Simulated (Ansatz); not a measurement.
How close CCSD(T) comes to the exact answer in a basis

Each species is computed at the geometry given (Å), with frozen cores, in Ansatz 0.2.0: RHF-CCSD(T) for singlets, UHF-CCSD(T) otherwise, and full CI in the same basis. The program picks the determinant by trial CCSD, so it needn't be the lowest Hartree–Fock solution. States: HBr Σ⁺ or Δ, SiP Π, SnH⁺ Σ⁺ or Δ. Cases whose determinant has another symmetry than full CI's state, or whose (Q) step broke down, weren't drawn. No spin–orbit coupling is included; scalar relativity enters only through core potentials past Kr.

**Question.** Judging by size, spin and bonding and the diagnostics given, rank them by the size of CCSD(T)'s error in total energy against full CI in the same basis, smallest first (an estimate).
A. HBr, singlet, cc-pVDZ: Br 0.000 0.000 0.000; H 0.000 0.000 1.421. T1 0.005, (T) -55 meV in a correlation energy of -3.89 eV
B. SiP, quartet, 6-31G: Si 0.000 0.000 0.000; P 0.000 0.000 2.563. T1 0.032, (T) -44 meV in a correlation energy of -1.98 eV
C. SnH⁺, singlet, def2-TZVPP: Sn 0.000 0.000 0.000; H 0.000 0.000 1.760. T1 0.010, (T) -31 meV in a correlation energy of -2.11 eV

**Answer.** C (8.6 meV), A (12.7 meV), B (25.8 meV).

| species | basis | correlated electrons | CCSD(T) − full CI (meV) | CCSDT(Q) − full CI (meV) | unpaired electrons (full CI) | T1 | ⟨S²⟩ of the determinant |
| --- | --- | --- | --- | --- | --- | --- | --- |
| SnH⁺, singlet | def2-TZVPP | 4 | 8.6 | 0.3 | 0.06 | 0.010 | 0.00 |
| HBr, singlet | cc-pVDZ | 8 | 12.7 | 0.6 | 0.03 | 0.005 | 0.00 |
| SiP, quartet | 6-31G | 9 | 25.8 | 0.7 | 3.09 | 0.032 | 3.81 |

Unpaired electrons are Σ n²(2−n)² over natural occupations; an open shell counts its own unpaired electrons too. Frozen cores follow each run's orbitals, which moves totals by a few meV.
